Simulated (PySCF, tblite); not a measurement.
Isomers of C4H4F (doublet state). Computed values, GFN2-xTB/tblite, gas phase, harmonic and unscaled. Against measured fundamentals such values can be off by several per cent, at times by over 20. One conformer each. Open shells enter through the occupations alone, without spin polarisation, and single modes of such species can be off by tens of per cent.

Electronic energies: B3LYP/pcH-1 single points on the GFN2-xTB geometries (PySCF, gas phase).

```
              SMILES  electronic energy, lowest = 0 (kcal/mol)
[H]/[C]=C1/C[C@@H]1F                                      16.7
    C=C1[CH][C@@H]1F                                       0.0
          C=C1C[C]1F                                       7.6
```

Question: How do GFN2-xTB zero-point energies change the relative energies?

Answer: 
```tsv
SMILES	ZPE (kcal/mol)	of it from modes above 1550 cm⁻¹	electronic (kcal/mol)	with ZPE, lowest = 0 (kcal/mol)	lowest mode (cm⁻¹)	rings
C=C1[CH][C@@H]1F	38.6	20.3	0.0	0.0	203	1
C=C1C[C]1F	39.2	20.1	7.6	8.1	75	1
[H]/[C]=C1/C[C@@H]1F	39.0	20.5	16.7	17.1	193	1
```

The zero-point energies span 0.6 kcal/mol, from `C=C1[CH][C@@H]1F` to `C=C1C[C]1F`. The order is unchanged.

Question: And how do the electronic energies of GFN2-xTB itself compare?

Answer: `C=C1[CH][C@@H]1F` 0.0; `C=C1C[C]1F` 2.4; `[H]/[C]=C1/C[C@@H]1F` 7.4 kcal/mol, lowest = 0. Against the energies above, taken from the same isomer `C=C1[CH][C@@H]1F`, the largest difference is 9.3 kcal/mol.
